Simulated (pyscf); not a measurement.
This saddle point was located with ωB97X-D3(BJ)/def2-SVP in PySCF.

```xyz
6

In    -0.3000     1.2489     0.2433
H      1.0292    -0.1876    -1.8514
H      0.8656     2.3158     0.8561
H     -1.9522     1.1206    -0.1124
Cl     0.7874    -0.8483    -0.3330
H      0.4543    -1.3330     1.2332
```
Charge 0, spin multiplicity 1.

Surface: singlet, charge 0. Lowest wavenumbers (cm⁻¹): 1128i, 150, 319, 415, 565.

Problem. Name the species on either side of this saddle.

Solution. InH₃ (SMILES [InH3]) + HCl (SMILES Cl) ⇌ InH₃ (SMILES [InH3]) + HCl (SMILES Cl), a four-centre exchange read from left to right: H–In, Cl–H broken and H–In, Cl–H formed. At CCSD(T)/def2-TZVPP + ΔMP2(QZVPP) it lies +73.1 kcal/mol from the left side and +73.1 kcal/mol from the right (each side as separated species at their lowest minima found). On the reactant side the descent ends in an adduct with a Cl–In contact, 7.2 kcal/mol under the separated species and 85.1 kcal/mol under the saddle at ωB97X-D3(BJ)/def2-TZVP. On the product side the descent ends in an adduct with a Cl–In contact, 7.2 kcal/mol under the separated species and 85.1 kcal/mol under the saddle at ωB97X-D3(BJ)/def2-TZVP. At ωB97X-D3(BJ) the barrier from the zero used here is 77.9 kcal/mol. The same reactants have a lower exit, to Cl–InH₂ + H₂ (barrier +3.4 kcal/mol at ωB97M-D3(BJ), against +79.2 kcal/mol here). One saddle was located; it need not be the lowest between these sides. The CCSD(T) − MP2 part came from Ansatz, without density fitting, on the same reference. The frozen core leaves the outer d or s,p core shells of the metals and heavy elements correlated in the MP2 and CC values, and def2-TZVPP describes them poorly, which can shift differences by a few kcal/mol. Elements past Kr carry the def2 core potentials, without spin-orbit coupling.
